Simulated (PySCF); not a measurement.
One formula, C4H7P, several structures.

PySCF, CAM-B3LYP/def2-SVPD, density fitting, gas phase; each molecule at its own GFN2-xTB geometry, one conformer. Singlet excitations by full TDDFT with frozen cores and triplets by Tamm–Dancoff TDDFT. 

Torsions of the conformers computed, which needn't be the lowest (atom-mapped SMILES):
- `[CH:1]#[C:2][CH2:3][PH:4][CH3:5]`: C2–C3–P4–C5 -54°
- `[H]/[P:5]=[C:3](\[CH:2]=[CH2:1])[CH3:4]`: C1–C2–C3–C4 0°
- `[CH3:1][CH2:2][CH2:3][C:4]#[P:5]`: C1–C2–C3–C4 65°
- `[CH3:1][CH2:2][P:3]1[CH:4]=[CH:5]1`: C1–C2–P3–C4 -78°
- `[CH2:1]=[P:2]/[CH:3]=[CH:4]\[CH3:5]`: C1–P2–C3–C4 180°

Reference: `C#CCPC`, with HOMO energy -8.19 eV, LUMO energy 1.22 eV, lowest singlet excitation 6.28 eV, lowest triplet excitation 5.18 eV, mean polarisability 72.1 au and dipole moment 0.65 D.

Changes against it:

```tsv
molecule	Δ electronic energy (kcal/mol)	Δ HOMO energy (eV)	Δ LUMO energy (eV)	Δ lowest singlet excitation (eV)	Δ lowest triplet excitation (eV)	Δ mean polarisability (au)	Δ dipole moment (D)
CCCC#P	-19.6	-0.43	-1.05	-2.03	-1.89	+0.5	+0.88
CCP1C=C1	+3.2	+0.42	-0.39	-1.24	-1.18	-2.9	+0.78
C=P/C=C\C	-14.0	+0.18	-1.81	-1.81	-2.60	+6.7	+0.61
```

Rows whose labels were lost:

| row | Δ electronic energy (kcal/mol) | Δ HOMO energy (eV) | Δ LUMO energy (eV) | Δ lowest singlet excitation (eV) | Δ lowest triplet excitation (eV) | Δ mean polarisability (au) | Δ dipole moment (D) |
| --- | --- | --- | --- | --- | --- | --- | --- |
| P | -16.8 | +0.41 | -2.24 | -1.72 | -3.06 | +10.5 | +0.77 |
| Q | -34.4 | -0.05 | +0.10 | -0.09 | -0.82 | -3.6 | +0.53 |

**Question.** Which row belongs to which of `C1=CCPC1` and `[H]/P=C(/C)C=C`?

**Answer.** P = `[H]/P=C(/C)C=C` and Q = `C1=CCPC1`. P and Q are told apart most clearly by the LUMO energy (-2.24 against +0.10 eV).

**Question.** Which row has the smallest HOMO–LUMO gap and which the largest, and does the HOMO or the LUMO shift more there?

**Answer.** Smallest, counted from the reference: P, -2.65 eV (HOMO +0.41, LUMO -2.24), the larger shift being that of the LUMO. Largest: Q, +0.15 eV (HOMO -0.05, LUMO +0.10), the larger shift being that of the LUMO.
